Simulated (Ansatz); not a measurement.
Input file:

```yaml
crystal:
  periodic: [false, false, false]
  atoms:
    - {symbol: F, position_ang: [0.000000, 0.000000, 0.000000]}
    - {symbol: As, position_ang: [0.000000, 0.000000, 1.659200]}
basis:
  gaussian: {orbitals: cc-pVDZ}
total_charge: 1
magnetization: {spin_polarized: true, initial_magnetization: 3}
correlation: {method: ccsd_t, electrons: outside_noble_gas}
```

```sh
$ ansatz run in.yaml --threads 1 --pin off --events-out ev --progress --plain --max-ram 2393MiB
```

The program prints:

```
458 factors; integrals over basis functions are off by at most 8.4e-4 eV
mean field evaluation 1: about -63481.9868 eV, gradient 3.9e1 eV
mean field evaluation 2: about -63482.1176 eV, gradient 3.8e1 eV
mean field evaluation 4: about -63487.7534 eV, gradient 2.8e0 eV
mean field evaluation 8: about -63487.8836 eV, gradient 7.0e-2 eV
mean field evaluation 16: about -63484.2630 eV, gradient 3.3e1 eV
mean field evaluation 32: about -63486.9172 eV, gradient 2.3e-6 eV
mean field evaluation 64: about -63482.7869 eV, gradient 2.9e1 eV
mean field evaluation 96: about -63482.9617 eV, gradient 2.5e-2 eV
mean field evaluation 128: about -63486.9163 eV, gradient 1.7e-1 eV
mean field evaluation 160: about -63483.4898 eV, gradient 1.6e0 eV
mean field evaluation 192: about -63482.9616 eV, gradient 8.9e-2 eV
mean field -63487.88378055 eV, -2333.1366953019 hartree, gradient 9.1e-6 eV, S^2 3.772802; 3 other end points of the search recorded, 0 dependent functions left out
determinant -63487.88378055 eV, -2333.1366953019 hartree, with singles and doubles -63494.46017774 eV, -2333.3783734409 hartree
determinant -63486.91723800 eV, -2333.1011755185 hartree, with singles and doubles -63492.78414077 eV, -2333.3167802185 hartree
15 core orbitals not correlated: weight in the atoms' cores, before any rotation towards them, 0.996 or more for the frozen orbitals, at most 0.004 for the correlated occupied ones
reference -63487.88378055 eV, -2333.1366953019 hartree; 7, 4 occupied and 19, 22 virtual orbitals, 458 factors
second order -6.23438692 eV of doubles, -0.00000000 eV of singles
cycle   1  -6.57649560 eV  change   -9.8e-5 eV  update   5.6e-4
cycle   2  -6.57660769 eV  change   -1.1e-4 eV  update   3.5e-4
cycle   3  -6.57651195 eV  change    9.6e-5 eV  update   1.7e-4
cycle   4  -6.57659607 eV  change   -8.4e-5 eV  update   5.7e-5
cycle   5  -6.57664287 eV  change   -4.7e-5 eV  update   1.8e-5
cycle   6  -6.57665457 eV  change   -1.2e-5 eV  update   9.2e-6
perturbative correction -0.14573451 eV, -0.0053556445 hartree
Total energy: -63494.60616964 eV, -2333.3837385443 hartree
```

Ran on 1 thread of Intel Xeon, shared host: 12 s wall, 0.16 GiB peak host memory.
